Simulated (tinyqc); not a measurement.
LCCD on RHF in the sto-6g basis, frozen core, for H3O+, spin multiplicity 1, step by step (part 1 of 2). Computed by tinyqc, a small Python program that keeps every step (integrals from PySCF). Settings: charge = 1, multiplicity = 1, basis = sto-6g, method = RHF, frozen orbitals = 1, energy threshold = 1e-10, iteration cap = 51, orthogonalisation = canonical, start = Wolfsberg-Helmholz matrix, DIIS depth = 6, amplitude equations = LCCD, DIIS depth for amplitudes = 0, cap on updates = 54. Command: `OMP_NUM_THREADS=1 python tinyqc.py 29847 29848 out.jsonl` (the two numbers bound the seeds that draw the settings). One thread of a shared host (Intel(R) Xeon(R) Processor @ 2.60GHz), about 0.2 s of CPU time with the checks. The early iterations of the SCF are left out here.

## One-electron integrals

Geometry (angstrom):
```
atom         x         y        z
O      0.00000   0.00000  0.34400
H      0.89600   0.00000  0.00000
H     -0.44800   0.77600  0.00000
H     -0.44800  -0.77600  0.00000
```

Basis sto-6g: exponents (1/bohr^2) and contraction coefficients of normalised primitives:
```
element  l (shell)    exponent  coefficient
O            s (1)  1355.58423      0.00916
O            s (1)   248.54489      0.04936
O            s (1)    69.53390      0.16854
O            s (1)    23.88677      0.37056
O            s (1)     9.27593      0.41649
O            s (1)     3.82034      0.13033
O            s (2)    52.18776     -0.01325
O            s (2)    10.32932     -0.04699
O            s (2)     3.21034     -0.03379
O            s (2)     1.23514      0.25024
O            s (2)     0.53642      0.59512
O            s (2)     0.24588      0.24071
O            p (3)    52.18776      0.00376
O            p (3)    10.32932      0.03768
O            p (3)     3.21034      0.17390
O            p (3)     1.23514      0.41804
O            p (3)     0.53642      0.42586
O            p (3)     0.24588      0.10171
H            s (1)    35.52322      0.00916
H            s (1)     6.51314      0.04936
H            s (1)     1.82214      0.16854
H            s (1)     0.62596      0.37056
H            s (1)     0.24308      0.41649
H            s (1)     0.10011      0.13033
```

Overlap, kinetic and nuclear-attraction integrals over the contracted functions; the nuclear repulsion is the sum of Za Zb / Rab.

nuclear repulsion = 14.2552618 hartree

overlap S, lower triangle:
```
          1O 1s    1O 2s    1O 2px    1O 2py    1O 2pz    2H 1s    3H 1s    4H 1s
1O 1s   1.00000
1O 2s   0.23114  1.00000
1O 2px  0.00000  0.00000   1.00000
1O 2py  0.00000  0.00000   0.00000   1.00000
1O 2pz  0.00000  0.00000   0.00000   0.00000   1.00000
2H 1s   0.05510  0.47511   0.36579   0.00000  -0.14044  1.00000
3H 1s   0.05510  0.47509  -0.18288   0.31678  -0.14043  0.23826  1.00000
4H 1s   0.05510  0.47509  -0.18288  -0.31678  -0.14043  0.23826  0.23824  1.00000
```

kinetic energy T (hartree), lower triangle:
```
           1O 1s    1O 2s    1O 2px    1O 2py    1O 2pz    2H 1s    3H 1s    4H 1s
1O 1s   29.32720
1O 2s   -0.89602  0.84262
1O 2px   0.00000  0.00000   2.53131
1O 2py   0.00000  0.00000   0.00000   2.53131
1O 2pz   0.00000  0.00000   0.00000   0.00000   2.53131
2H 1s   -0.00252  0.12673   0.26133   0.00000  -0.10033  0.76852
3H 1s   -0.00252  0.12672  -0.13065   0.22630  -0.10032  0.00466  0.76852
4H 1s   -0.00252  0.12672  -0.13065  -0.22630  -0.10032  0.00466  0.00465  0.76852
```

nuclear attraction V (hartree), lower triangle:
```
            1O 1s      1O 2s     1O 2px     1O 2py     1O 2pz     2H 1s     3H 1s     4H 1s
1O 1s   -62.91236
1O 2s    -6.53360  -10.63247
1O 2px    0.00000   -0.00002  -10.67040
1O 2py    0.00000    0.00000    0.00000  -10.67040
1O 2pz    0.01756    0.19562    0.00001    0.00000  -10.55538
2H 1s    -1.78030   -4.05915   -2.79586    0.00000    1.13524  -6.17071
3H 1s    -1.78016   -4.05892    1.39782   -2.42123    1.13516  -1.62473  -6.17057
4H 1s    -1.78016   -4.05892    1.39782    2.42123    1.13516  -1.62473  -1.62458  -6.17057
```

core Hamiltonian H = T + V (hartree), lower triangle:
```
            1O 1s     1O 2s    1O 2px    1O 2py    1O 2pz     2H 1s     3H 1s     4H 1s
1O 1s   -33.58516
1O 2s    -7.42963  -9.78985
1O 2px    0.00000  -0.00002  -8.13909
1O 2py    0.00000   0.00000   0.00000  -8.13909
1O 2pz    0.01756   0.19562   0.00001   0.00000  -8.02407
2H 1s    -1.78282  -3.93242  -2.53453   0.00000   1.03491  -5.40219
3H 1s    -1.78269  -3.93220   1.26717  -2.19492   1.03484  -1.62008  -5.40205
4H 1s    -1.78269  -3.93220   1.26717   2.19492   1.03484  -1.62008  -1.61993  -5.40205
```

## Two-electron integrals

Functions are numbered as in S; the eight-fold symmetry (ij|kl) = (ji|kl) = (kl|ij) leaves the list below.

Two-electron integrals (ij|kl) in chemists' order, unique and non-zero (hartree):
```
(11|11) 4.78749    (21|11) 0.67588    (21|21) 0.12150    (22|11) 1.11738
(22|21) 0.24921    (22|22) 0.81738    (31|31) 0.02576    (32|31) 0.03914
(32|32) 0.18066    (33|11) 1.11738    (33|21) 0.24921    (33|22) 0.81738
(33|33) 0.88066    (41|41) 0.02576    (42|41) 0.03914    (42|42) 0.18066
(43|43) 0.04746    (44|11) 1.11738    (44|21) 0.24921    (44|22) 0.81738
(44|33) 0.78574    (44|44) 0.88066    (51|51) 0.02576    (52|51) 0.03914
(52|52) 0.18066    (53|53) 0.04746    (54|54) 0.04746    (55|11) 1.11738
(55|21) 0.24921    (55|22) 0.81738    (55|33) 0.78574    (55|44) 0.78574
(55|55) 0.88066    (61|11) 0.17204    (61|21) 0.02963    (61|22) 0.05940
(61|31) 0.00135    (61|32) 0.00263    (61|33) 0.05961    (61|44) 0.05928
(61|51) -0.00052   (61|52) -0.00101   (61|53) -0.00013   (61|55) 0.05933
(61|61) 0.00737    (62|11) 0.40185    (62|21) 0.09080    (62|22) 0.32771
(62|31) 0.00675    (62|32) 0.04893    (62|33) 0.33630    (62|44) 0.32239
(62|51) -0.00259   (62|52) -0.01878   (62|53) -0.00534   (62|55) 0.32444
(62|61) 0.02224    (62|62) 0.16063    (63|11) 0.26354    (63|21) 0.06042
(63|22) 0.23259    (63|31) 0.01429    (63|32) 0.09042    (63|33) 0.25233
(63|44) 0.22199    (63|51) -0.00153   (63|52) -0.01274   (63|53) -0.00774
(63|55) 0.22346    (63|61) 0.01551    (63|62) 0.13866    (63|63) 0.14181
(64|41) 0.01030    (64|42) 0.05725    (64|43) 0.01019    (64|54) -0.00391
(64|64) 0.02326    (65|11) -0.10118   (65|21) -0.02320   (65|22) -0.08930
(65|31) -0.00153   (65|32) -0.01274   (65|33) -0.08905   (65|44) -0.08523
(65|51) 0.01089    (65|52) 0.06214    (65|53) 0.01166    (65|55) -0.09362
(65|61) -0.00595   (65|62) -0.05324   (65|63) -0.04551   (65|65) 0.04074
(66|11) 0.53068    (66|21) 0.12213    (66|22) 0.50224    (66|31) 0.01227
(66|32) 0.11973    (66|33) 0.53499    (66|44) 0.48196    (66|51) -0.00471
(66|52) -0.04597   (66|53) -0.02036   (66|55) 0.48978    (66|61) 0.03026
(66|62) 0.30557    (66|63) 0.30156    (66|65) -0.11578   (66|66) 0.77500
(71|11) 0.17203    (71|21) 0.02963    (71|22) 0.05940    (71|31) -0.00067
(71|32) -0.00131   (71|33) 0.05936    (71|41) 0.00117    (71|42) 0.00228
(71|43) -0.00015   (71|44) 0.05952    (71|51) -0.00052   (71|52) -0.00101
(71|53) 0.00006    (71|54) -0.00011   (71|55) 0.05932    (71|61) 0.00725
(71|62) 0.02146    (71|63) 0.01392    (71|64) 0.00060    (71|65) -0.00574
(71|66) 0.02876    (71|71) 0.00737    (72|11) 0.40182    (72|21) 0.09079
(72|22) 0.32769    (72|31) -0.00338   (72|32) -0.02446   (72|33) 0.32585
(72|41) 0.00585    (72|42) 0.04237    (72|43) -0.00602   (72|44) 0.33280
(72|51) -0.00259   (72|52) -0.01878   (72|53) 0.00267    (72|54) -0.00462
(72|55) 0.32442    (72|61) 0.02146    (72|62) 0.13050    (72|63) 0.08542
(72|64) 0.01386    (72|65) -0.04201   (72|66) 0.20422    (72|71) 0.02223
(72|72) 0.16061    (73|11) -0.13176   (73|21) -0.03021   (73|22) -0.11629
(73|31) 0.01129    (73|32) 0.06554    (73|33) -0.12242   (73|41) -0.00173
(73|42) -0.01436   (73|43) 0.01098    (73|44) -0.11472   (73|51) 0.00077
(73|52) 0.00637    (73|53) -0.00487   (73|54) 0.00166    (73|55) -0.11172
(73|61) -0.00644   (73|62) -0.03071   (73|63) -0.00220   (73|64) -0.00257
(73|65) 0.00959    (73|66) -0.03299   (73|71) -0.00775   (73|72) -0.06932
(73|73) 0.05289    (74|11) 0.22823    (74|21) 0.05232    (74|22) 0.20143
(74|31) -0.00173   (74|32) -0.01436   (74|33) 0.19440    (74|41) 0.01329
(74|42) 0.08213    (74|43) -0.00883   (74|44) 0.21636    (74|51) -0.00133
(74|52) -0.01103   (74|53) 0.00166    (74|54) -0.00678   (74|55) 0.19352
(74|61) 0.01236    (74|62) 0.08090    (74|63) 0.05234    (74|64) 0.02653
(74|65) -0.02556   (74|66) 0.12748    (74|71) 0.01343    (74|72) 0.12007
(74|73) -0.05133   (74|74) 0.11217    (75|11) -0.10117   (75|21) -0.02319
(75|22) -0.08929   (75|31) 0.00077    (75|32) 0.00637    (75|33) -0.08618
(75|41) -0.00133   (75|42) -0.01103   (75|43) 0.00166    (75|44) -0.08809
(75|51) 0.01089    (75|52) 0.06214    (75|53) -0.00583   (75|54) 0.01010
(75|55) -0.09361   (75|61) -0.00574   (75|62) -0.04201   (75|63) -0.02693
(75|64) -0.00447   (75|65) 0.03162    (75|66) -0.07210   (75|71) -0.00595
(75|72) -0.05323   (75|73) 0.02275    (75|74) -0.03941   (75|75) 0.04073
(76|11) 0.15331    (76|21) 0.03495    (76|22) 0.13561    (76|31) 0.00105
(76|32) 0.00883    (76|33) 0.13570    (76|41) 0.00182    (76|42) 0.01530
(76|43) 0.00045    (76|44) 0.13621    (76|51) -0.00161   (76|52) -0.01357
(76|53) -0.00146   (76|54) -0.00252   (76|55) 0.13492    (76|61) 0.00846
(76|62) 0.06511    (76|63) 0.05211    (76|64) 0.00641    (76|65) -0.02427
(76|66) 0.12568    (76|71) 0.00846    (76|72) 0.06511    (76|73) -0.02051
(76|74) 0.04833    (76|75) -0.02427   (76|76) 0.03181    (77|11) 0.53067
(77|21) 0.12212    (77|22) 0.50223    (77|31) -0.00613   (77|32) -0.05986
(77|33) 0.49520    (77|41) 0.01062    (77|42) 0.10369    (77|43) -0.02296
(77|44) 0.52172    (77|51) -0.00471   (77|52) -0.04597   (77|53) 0.01018
(77|54) -0.01763   (77|55) 0.48976    (77|61) 0.02876    (77|62) 0.20422
(77|63) 0.12690    (77|64) 0.03517    (77|65) -0.07210   (77|66) 0.33532
(77|71) 0.03025    (77|72) 0.30555    (77|73) -0.15077   (77|74) 0.26115
(77|75) -0.11577   (77|76) 0.12568    (77|77) 0.77500    (81|11) 0.17203
(81|21) 0.02963    (81|22) 0.05940    (81|31) -0.00067   (81|32) -0.00131
(81|33) 0.05936    (81|41) -0.00117   (81|42) -0.00228   (81|43) 0.00015
(81|44) 0.05952    (81|51) -0.00052   (81|52) -0.00101   (81|53) 0.00006
(81|54) 0.00011    (81|55) 0.05932    (81|61) 0.00725    (81|62) 0.02146
(81|63) 0.01392    (81|64) -0.00060   (81|65) -0.00574   (81|66) 0.02876
(81|71) 0.00725    (81|72) 0.02146    (81|73) -0.00748   (81|74) 0.01176
(81|75) -0.00574   (81|76) 0.00822    (81|77) 0.02876    (81|81) 0.00737
(82|11) 0.40182    (82|21) 0.09079    (82|22) 0.32769    (82|31) -0.00338
(82|32) -0.02446   (82|33) 0.32585    (82|41) -0.00585   (82|42) -0.04237
(82|43) 0.00602    (82|44) 0.33280    (82|51) -0.00259   (82|52) -0.01878
(82|53) 0.00267    (82|54) 0.00462    (82|55) 0.32442    (82|61) 0.02146
(82|62) 0.13050    (82|63) 0.08542    (82|64) -0.01386   (82|65) -0.04201
(82|66) 0.20422    (82|71) 0.02146    (82|72) 0.13050    (82|73) -0.05470
(82|74) 0.06704    (82|75) -0.04201   (82|76) 0.05404    (82|77) 0.20421
(82|81) 0.02223    (82|82) 0.16061    (83|11) -0.13176   (83|21) -0.03021
(83|22) -0.11629   (83|31) 0.01129    (83|32) 0.06554    (83|33) -0.12242
(83|41) 0.00173    (83|42) 0.01436    (83|43) -0.01098   (83|44) -0.11472
(83|51) 0.00077    (83|52) 0.00637    (83|53) -0.00487   (83|54) -0.00166
(83|55) -0.11172   (83|61) -0.00644   (83|62) -0.03071   (83|63) -0.00220
(83|64) 0.00257    (83|65) 0.00959    (83|66) -0.03299   (83|71) -0.00748
(83|72) -0.05470   (83|73) 0.04089    (83|74) -0.02745   (83|75) 0.01734
(83|76) -0.01668   (83|77) -0.09390   (83|81) -0.00775   (83|82) -0.06932
(83|83) 0.05289    (84|11) -0.22823   (84|21) -0.05232   (84|22) -0.20143
(84|31) 0.00173    (84|32) 0.01436    (84|33) -0.19440   (84|41) 0.01329
(84|42) 0.08213    (84|43) -0.00883   (84|44) -0.21636   (84|51) 0.00133
(84|52) 0.01103    (84|53) -0.00166   (84|54) -0.00678   (84|55) -0.19352
(84|61) -0.01236   (84|62) -0.08090   (84|63) -0.05234   (84|64) 0.02653
(84|65) 0.02556    (84|66) -0.12748   (84|71) -0.01176   (84|72) -0.06704
(84|73) 0.02745    (84|74) -0.01657   (84|75) 0.02108    (84|76) -0.02889
(84|77) -0.09231   (84|81) -0.01343   (84|82) -0.12007   (84|83) 0.05133
(84|84) 0.11217    (85|11) -0.10117   (85|21) -0.02319   (85|22) -0.08929
(85|31) 0.00077    (85|32) 0.00637    (85|33) -0.08618   (85|41) 0.00133
(85|42) 0.01103    (85|43) -0.00166   (85|44) -0.08809   (85|51) 0.01089
(85|52) 0.06214    (85|53) -0.00583   (85|54) -0.01010   (85|55) -0.09361
(85|61) -0.00574   (85|62) -0.04201   (85|63) -0.02693   (85|64) 0.00447
(85|65) 0.03162    (85|66) -0.07210   (85|71) -0.00574   (85|72) -0.04201
(85|73) 0.01734    (85|74) -0.02108   (85|75) 0.03162    (85|76) -0.01955
(85|77) -0.07210   (85|81) -0.00595   (85|82) -0.05323   (85|83) 0.02275
(85|84) 0.03941    (85|85) 0.04073    (86|11) 0.15331    (86|21) 0.03495
(86|22) 0.13561    (86|31) 0.00105    (86|32) 0.00883    (86|33) 0.13570
(86|41) -0.00182   (86|42) -0.01530   (86|43) -0.00045   (86|44) 0.13621
(86|51) -0.00161   (86|52) -0.01357   (86|53) -0.00146   (86|54) 0.00252
(86|55) 0.13492    (86|61) 0.00846    (86|62) 0.06511    (86|63) 0.05211
(86|64) -0.00641   (86|65) -0.02427   (86|66) 0.12568    (86|71) 0.00822
(86|72) 0.05404    (86|73) -0.01668   (86|74) 0.02889    (86|75) -0.01955
(86|76) 0.02663    (86|77) 0.08687    (86|81) 0.00846    (86|82) 0.06511
(86|83) -0.02051   (86|84) -0.04833   (86|85) -0.02427   (86|86) 0.03181
(87|11) 0.15329    (87|21) 0.03495    (87|22) 0.13560    (87|31) -0.00210
(87|32) -0.01766   (87|33) 0.13646    (87|44) 0.13543    (87|51) -0.00161
(87|52) -0.01356   (87|53) 0.00291    (87|55) 0.13490    (87|61) 0.00822
(87|62) 0.05404    (87|63) 0.03335    (87|65) -0.01955   (87|66) 0.08686
(87|71) 0.00846    (87|72) 0.06510    (87|73) -0.03160   (87|74) 0.04192
(87|75) -0.02426   (87|76) 0.02663    (87|77) 0.12566    (87|81) 0.00846
(87|82) 0.06510    (87|83) -0.03160   (87|84) -0.04192   (87|85) -0.02426
(87|86) 0.02663    (87|87) 0.03180    (88|11) 0.53067    (88|21) 0.12212
(88|22) 0.50223    (88|31) -0.00613   (88|32) -0.05986   (88|33) 0.49520
(88|41) -0.01062   (88|42) -0.10369   (88|43) 0.02296    (88|44) 0.52172
(88|51) -0.00471   (88|52) -0.04597   (88|53) 0.01018    (88|54) 0.01763
(88|55) 0.48976    (88|61) 0.02876    (88|62) 0.20422    (88|63) 0.12690
(88|64) -0.03517   (88|65) -0.07210   (88|66) 0.33532    (88|71) 0.02876
(88|72) 0.20421    (88|73) -0.09390   (88|74) 0.09231    (88|75) -0.07210
(88|76) 0.08687    (88|77) 0.33530    (88|81) 0.03025    (88|82) 0.30555
(88|83) -0.15077   (88|84) -0.26115   (88|85) -0.11577   (88|86) 0.12568
(88|87) 0.12566    (88|88) 0.77500
```

## Orthogonalisation

S = U s U^T; canonical form X = U s^(-1/2), so that X^T S X = 1. Each column of U has its largest component positive (the first on a tie).

eigenvalues of S: 0.32580  0.41731  0.41732  0.92794  1.05575  1.34442  1.34444  2.16702

X:
```
               1         2         3         4         5         6         7         8
1O 1s   -0.31778  -0.00005   0.00000   0.75326   0.62210  -0.00001   0.00000   0.12151
1O 2s    1.34507   0.00015   0.00000  -0.15299   0.21616  -0.00001   0.00000   0.39582
1O 2px   0.00014  -0.94352   0.00000   0.00000   0.00001   0.68373   0.00000   0.00001
1O 2py   0.00000   0.00000   0.94352   0.00000   0.00000   0.00000   0.68372   0.00000
1O 2pz  -0.36538  -0.00003   0.00000  -0.66900   0.69845   0.00000   0.00000  -0.10988
2H 1s   -0.58486   1.00196   0.00000  -0.11442  -0.09243   0.42920   0.00000   0.30440
3H 1s   -0.58465  -0.50108  -0.86776  -0.11443  -0.09243  -0.21461   0.37171   0.30438
4H 1s   -0.58465  -0.50108   0.86776  -0.11443  -0.09243  -0.21461  -0.37171   0.30438
```

Within a degenerate level the vectors are fixed only up to a rotation; this is one choice.

## Iteration 7 (converged): orbitals

converged F (hartree), lower triangle:
```
            1O 1s     1O 2s    1O 2px    1O 2py    1O 2pz     2H 1s     3H 1s     4H 1s
1O 1s   -21.13988
1O 2s    -5.10845  -2.91275
1O 2px    0.00000  -0.00001  -0.93846
1O 2py    0.00000   0.00000   0.00000  -0.93845
1O 2pz    0.02270   0.13713   0.00001   0.00000  -0.94252
2H 1s    -1.22529  -1.24306  -0.63152   0.00000   0.29413  -0.93376
3H 1s    -1.22520  -1.24300   0.31574  -0.54691   0.29411  -0.47464  -0.93371
4H 1s    -1.22520  -1.24300   0.31574   0.54691   0.29411  -0.47464  -0.47460  -0.93371
```

Diagonalise F' = X^T F X, C = X C', fill 5 alpha and 5 beta electrons from the bottom; D = 2 C_occ C_occ^T. Each column has its largest component positive (the first on a tie).

F' = X^T F X (hartree), lower triangle:
```
          1        2         3          4         5         6         7         8
1  -0.34746
2  -0.00011  0.26428
3   0.00000  0.00000   0.26426
4   1.61769  0.00030   0.00000  -10.73810
5   1.28510  0.00025   0.00000   -9.26568  -9.68033
6  -0.00002  0.04387   0.00000    0.00017   0.00016  -1.12154
7   0.00000  0.00000  -0.04388    0.00000   0.00000   0.00000  -1.12154
8  -0.08802  0.00003   0.00000   -3.71470  -3.54013   0.00006   0.00000  -3.03668
```

orbital energies (hartree): MO1 -21.14308, MO2 -1.82906, MO3 -1.12293, MO4 -1.12293, MO5 -0.94389, MO6 0.11345, MO7 0.26565, MO8 0.26567

coefficients C:
```
             MO1       MO2       MO3       MO4       MO5       MO6       MO7       MO8
1O 1s    0.99657  -0.22665   0.00001   0.00000  -0.06572  -0.14600   0.00000   0.00002
1O 2s    0.01678   0.86751  -0.00003   0.00000   0.34583   1.07869   0.00000  -0.00017
1O 2px   0.00000   0.00001   0.71321   0.00000   0.00002  -0.00011   0.00000  -0.92144
1O 2py   0.00000   0.00000   0.00000   0.71321   0.00000   0.00000   0.92143   0.00000
1O 2pz  -0.00251  -0.13992  -0.00002   0.00000   0.92859  -0.44622   0.00000   0.00007
2H 1s   -0.00322   0.09153   0.39732   0.00000  -0.09738  -0.66193   0.00000   1.01519
3H 1s   -0.00322   0.09153  -0.19866   0.34409  -0.09739  -0.66211  -0.87908  -0.50745
4H 1s   -0.00322   0.09153  -0.19866  -0.34409  -0.09739  -0.66211   0.87908  -0.50745
```

D after iteration 7, lower triangle:
```
           1O 1s     1O 2s    1O 2px    1O 2py    1O 2pz     2H 1s     3H 1s    4H 1s
1O 1s    2.09769
1O 2s   -0.40525   1.74489
1O 2px   0.00000  -0.00001   1.01734
1O 2py   0.00000   0.00000   0.00000   1.01734
1O 2pz  -0.06364   0.39941   0.00001   0.00000   1.76371
2H 1s   -0.03510   0.09132   0.56674   0.00000  -0.20647   0.35147
3H 1s   -0.03511   0.09134  -0.28337   0.49081  -0.20647  -0.12212   0.35147
4H 1s   -0.03511   0.09134  -0.28337  -0.49081  -0.20647  -0.12212  -0.12211  0.35147
```

Within a degenerate level the vectors are fixed only up to a rotation; this is one choice.

## Convergence

Stop when the energy changes by less than 1e-10 hartree and every element of the error matrix X^T (F D S - S D F) X is below 3e-06.

Course of the cycle:
```
iteration  E (hartree)     change  largest element of the error matrix
1          -75.8273639          -                             8.55e-01
2          -76.0226104  -1.95e-01                             1.36e-01
3          -76.0355448  -1.29e-02                             2.30e-02
4          -76.0361575  -6.13e-04                             3.10e-03
5          -76.0361772  -1.96e-05                             7.41e-04
6          -76.0361778  -6.79e-07                             7.38e-06
7          -76.0361778  -7.00e-11                             4.26e-08
```

PySCF RHF in the same basis = -76.0361778 hartree

Converged in 7 iterations.
